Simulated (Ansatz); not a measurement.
System: rock-salt ZrC. Method: Hartree–Fock (PAW; Ansatz, a quantum-chemistry and plane-wave program).

From the output:

```
WARN output.stress: scf.exx.energy_threshold = 1e-6 eV is looser than the 2e-8 eV advised for a stress under a hybrid functional (1e-8 eV for each atom of the …
Crystal: 2 atoms, lattice volume = 28.179 Å³
Basis set: ecut = 460 eV, 609 PW (Γ), exchange–correlation on 48×48×48 points (8 copies of the dense FFT grid, shifted against one another)
Bands: 12, of which v1, the nominal top of the filled ones, is band 8 counted from 1 (7 counted from 0)
Symmetry: 48 space group operations
Space group: Fm-3m (ITA 225), of the structure as read, at distance tolerance 3.0e-5 Å
k-points: 47 of 1000
Functional: x = pbe(κ = 0.804, μ = 0.2195149727645171), c = none, warm-up for x = 0 pbe(κ = 0.804, μ = 0.2195149727645171) + 1 exact, c = none
SCF iter   1: F=—  HF=-4374.975225 eV  |F-HF|=—  |Δ(HF+E_count)|=         —  Δρ=2.49e-2  dr2=2.52e-1
SCF iter   2: F=—  HF=-4374.927487 eV  |F-HF|=—  |Δ(HF+E_count)|=   4.77e-2  Δρ=6.74e-3  dr2=1.97e-2
  ...
SCF 1 converged in 9 iterations: F = -4374.923977 eV  dr2 = 8.60e-12
Crystal: 2 atoms, lattice volume = 28.179 Å³
Initial density: handed on by an earlier stage of this run
Functional: x = 0 pbe(κ = 0.804, μ = 0.2195149727645171) + 1 exact, c = none
  ...
Crystal: 2 atoms, lattice volume = 28.179 Å³
SCF 4 converged in 6 iterations: F = -4384.357018 eV  dr2 = 4.65e-11
Crystal: 2 atoms, lattice volume = 28.179 Å³
SCF 5 converged in 6 iterations: F = -4384.396045 eV  dr2 = 6.60e-11
Crystal: 2 atoms, lattice volume = 28.179 Å³
SCF 6 converged in 5 iterations: F = -4384.403611 eV  dr2 = 2.13e-11
Crystal: 2 atoms, lattice volume = 28.179 Å³
SCF 7 converged in 5 iterations: F = -4384.405570 eV  dr2 = 1.09e-11
Crystal: 2 atoms, lattice volume = 28.179 Å³
Crystal: 2 atoms, lattice volume = 28.179 Å³
SCF 9 converged in 9 iterations: F = -4384.406274 eV  dr2 = 2.40e-11
Crystal: 2 atoms, lattice volume = 28.179 Å³
SCF 10 converged in 5 iterations: F = -4384.406273 eV  dr2 = 9.46e-12
Crystal: 2 atoms, lattice volume = 28.179 Å³
Crystal: 2 atoms, lattice volume = 28.179 Å³
SCF iter   4: F=—  HF=-4384.410433 eV  |F-HF|=—  |Δ(HF+E_count)|=   1.30e-9  Δρ=8.92e-7  dr2=2.39e-10
SCF iter   5: F=-4384.410433 eV  HF=-4384.410433 eV  |F-HF|=2.18e-11  |Δ(HF+E_count)|=  5.09e-11  Δρ=3.02e-7  dr2=3.36e-11
SCF 12 converged in 5 iterations: F = -4384.410433 eV  dr2 = 3.36e-11
Free energy (F): -4384.410433 eV
Internal energy: -4384.410433 eV  (E = F + TS)
E sigma→0 (E₀):  -4384.410433 eV
Fermi energy:    14.682459 eV
--- Forces (eV/Å), atoms counted from 1 ---
  atom   1  Zr    -0.00000000     0.00000000     0.00000000
  atom   2  C      0.00000000    -0.00000000     0.00000000
--- Stress (GPa, compression-positive) ---
       -5.514487       0.000000       0.000000
        0.000000      -5.514487      -0.000000
       -0.000000       0.000000      -5.514487
  P = ⅓ Tr σ = -5.5145 GPa (-55.145 kbar)
```

Q: Write an input file that could have produced this run (the log leaves some choices open).

A: This is not unique; one that fits is 
Ansatz 0.2 input:
```yaml
crystal:
  lattice:
    - [0.0, 2.4152750999, 2.4152750999]
    - [2.4152750999, 0.0, 2.4152750999]
    - [2.4152750999, 2.4152750999, 0.0]
  atoms:
    - { symbol: Zr, position: [0.0, 0.0, 0.0] }
    - { symbol: C, position: [0.5, 0.5, 0.5] }
basis:
  ecutwfc: 460
  ecutrho_ratio: 4
  xc_grid: 2
kpoints:
  mp_grid: { grid: [10, 10, 10] }
hamiltonian:
  xc: hf
  dispersion: none
  pseudopotentials: { kind: paw }
scf:
  occupations: { method: fermi_dirac, width: 0.05 }
  convergence: { dr2_threshold: 0.0000000002 }
output:
  forces: true
  stress: true
  eigenvalues: true
```

The cell is one volume of an energy–volume scan, off the minimum.

The PAW data were made under PBE.

It cost around 3 core-minutes (rough) of CPU time.
